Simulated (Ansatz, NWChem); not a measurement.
**C2H2S (ethynethiol): from total energies to a heat of formation**

The species is C2H2S (5 atoms), meant as a singlet with charge 0. SMILES: `C#CS`. Geometry: relaxed at PBE0-D4/def2-TZVP.

Total energies at BHLYP/def2-SVPD (NWChem 7.3.0); the atoms run unrestricted:

| species | state | energy (Eh) |
| --- | --- | --- |
| C2H2S | singlet | -475.293765 |
| C | triplet | -37.802760 |
| S | triplet | -397.991250 |
| H | doublet | -0.497840 |

Harmonic wavenumbers at PBE0-D4/def2-TZVP, in cm⁻¹: 304, 369, 569, 724, 738, 975, 2173, 2679, 3482.

Measured heats of formation of the gaseous atoms at 298.15 K, in kJ/mol: C 716.9, S 277.0, H 218.0. Spin-orbit lowering of the atoms at 298 K (mean of the ground term's levels less their thermal mean, from spectra), in kJ/mol: C 0.02, S 1.88. Take 1 Eh = 2625.50 kJ/mol, 1 cm⁻¹ = 0.0119627 kJ/mol, RT = 2.479 kJ/mol.

Q: Work out the heat of formation of the gas at 298 K.

A: 
1. Electronic atomisation energy: 2 × (-37.802760) + (-397.991250) + 2 × (-0.497840) − (-475.293765) = 0.701315 Eh = 1841.3 kJ/mol.
2. Zero-point energy: half the sum of the wavenumbers, 6006.5 cm⁻¹ = 71.9 kJ/mol.
3. Thermal vibrational enthalpy, Σ hcν̃/(exp(hcν̃/kT) − 1): 3.1 kJ/mol. Translation, rotation and pV of a non-linear molecule: 4 RT = 9.9 kJ/mol.
4. The 5 free atoms carry 5/2 RT each: 31.0 kJ/mol.
5. Spin-orbit coupling lowers the free atoms by 2 × 0.02 + 1.88 = 1.9 kJ/mol.
6. Atomisation enthalpy at 298 K: 1841.3 − 1.9 − 71.9 − 3.1 − 9.9 + 31.0 = 1785.5 kJ/mol.
7. Sum of the atoms' heats of formation: 2146.8 kJ/mol. Heat of formation: 2146.8 − 1785.5 = +361.3 kJ/mol.

No measured value is set beside it here. Hybrids with much exact exchange underbind. Anharmonicity and any spin-orbit splitting of the molecule are left out.
